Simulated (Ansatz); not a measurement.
in.yaml

```yaml
crystal:
  periodic: [false, false, false]
  atoms:
    - {symbol: Be, position_ang: [0.000000, 0.000000, 0.122171]}
    - {symbol: Be, position_ang: [0.000000, 0.000000, -1.592829]}
    - {symbol: H, position_ang: [0.000000, 0.000000, 1.470657]}
basis:
  gaussian: {orbitals: cc-pVDZ}
magnetization: {spin_polarized: false, initial_magnetization: 1}
correlation: {method: sc_nevpt2, electrons: outside_noble_gas, active_space: {window: {electrons: 3, orbitals: 7}}}
```

```sh
$ ansatz run in.yaml --threads 1 --pin off --events-out ev --progress --plain --max-ram 2393MiB
```

Output:

```
302 factors; integrals over basis functions are off by at most 1.2e-3 eV
mean field evaluation 1: about -807.4987 eV, gradient 8.8e0 eV
mean field evaluation 2: about -807.5567 eV, gradient 9.0e0 eV
mean field evaluation 4: about -808.8325 eV, gradient 7.5e-1 eV
mean field evaluation 8: about -808.8444 eV, gradient 1.4e-1 eV
mean field evaluation 16: about -808.0872 eV, gradient 1.7e0 eV
mean field evaluation 32: about -808.8313 eV, gradient 5.2e-1 eV
mean field -808.84482114 eV, -29.7244989220 hartree, gradient 5.6e-7 eV, S^2 0.750000; 6 other end points of the search recorded, 0 dependent functions left out
reference -808.84482114 eV, -29.7244989220 hartree; 5, 4 occupied and 28, 29 virtual orbitals, 302 factors
state -809.94253518 eV, -29.7648391693 hartree
state -809.94253518 eV, -29.7648391693 hartree; corrected -810.78946395 eV, -29.7959632273 hartree
Total energy: -810.78946395 eV, -29.7959632273 hartree
```

Natural occupations: 1.8895 0.9874 0.0501 0.0501 0.0079 0.0076 0.0076.

Ran on 1 thread of Intel Xeon, shared host: 2.7 s wall, 0.08 GiB peak host memory.
